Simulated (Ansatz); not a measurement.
Antiferromagnetic (type II) rock-salt MnS, treated with rVV10 (Ansatz, an electronic-structure program, plane waves, PAW).

Numerical settings: plane-wave cutoff 520 eV, 10×10×10 k mesh, Fermi–Dirac smearing 0.01 eV, spin-polarised with opposed moments, scalar-relativistic PAW data made under PBE.

A third-order Birch–Murnaghan fit to the energies gives V0 = 17.184 Å³/atom, B0 = 77.6 GPa, B′ = 3.6.

```json
[
 {"V (Å³/atom)": "16.497", "P (GPa)": "(withheld)"},
 {"V (Å³/atom)": "16.841", "P (GPa)": "(withheld)"},
 {"V (Å³/atom)": "17.185", "P (GPa)": "0.00"},
 {"V (Å³/atom)": "17.528", "P (GPa)": "(withheld)"},
 {"V (Å³/atom)": "17.872", "P (GPa)": "(withheld)"}
]
```

Problem. Estimate the withheld pressures from this fit; the answers are the runs' own values.

Solution. 
- 16.497, P (GPa): 3.41
- 16.841, P (GPa): 1.62
- 17.528, P (GPa): -1.49
- 17.872, P (GPa): -2.84

The formula P = (3/2) B0 (x^(7/3) − x^(5/3)) [1 + (3/4)(B′ − 4)(x^(2/3) − 1)] with x = V0/V meets the computed pressures within 0.01 GPa when these rounded values are put in.

Shape and atoms are relaxed at each volume.

Measured, for comparison: bulk modulus 75 ± 2 GPa (room temperature, no zero-point or thermal correction, our sources range from 72.0 to 88.0; as tabulated in Sweeney, Heinz, compression of alpha-MnS (alabandite), Phys. Chem. Miner. 20 …); equilibrium volume per atom 17.57 Å³/atom (4 K, zero-point motion not removed; as tabulated in PSI, practical course at SINQ: magnetic order in MnS). Computed (rounded) less measured: bulk modulus not scored (sources differ), equilibrium volume per atom -2.2 %.

Note: the bulk modulus comes from volumes at which shape and atoms were relaxed.
